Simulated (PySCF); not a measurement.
Species: CH2PH, CH₃P.
SMILES with atom numbers: `[CH2:1]=[PH:2]` (hydrogens: H3, H4 on C1; H5 on P2)

Computed, not measured: PySCF 2.14.0, PBE0-D3(BJ)/def2-SVP geometry optimisation, gas phase.

Question: List the bond lengths and angles at this level.

Answer: 
| bond | length (bohr) | order |
| --- | --- | --- |
| C1=P2 | 3.148 | double |
| C1–H3 | 2.069 | single |
| C1–H4 | 2.071 | single |
| P2–H5 | 2.714 | single |

Orders are formal, as drawn. A selection of angles:
| angle | degrees |
| --- | --- |
| P2–C1–H3 | 125.4 |
| P2–C1–H4 | 119.1 |
| H3–C1–H4 | 115.5 |
| C1–P2–H5 | 97.6 |

P2 (phosphorus bonded to C and H) is bent (angle 97.6°).

Point group: Cs (tolerance 0.08 Å). Not checked by PBE0-D3(BJ)/def2-SVP frequencies.

Time: 2.1 s; peak memory 0.25 GiB. Hardware: an Arm Neoverse V2 with one thread, shared host with 32 logical CPUs at a one-minute load of 18. These figures are those of the optimisation.
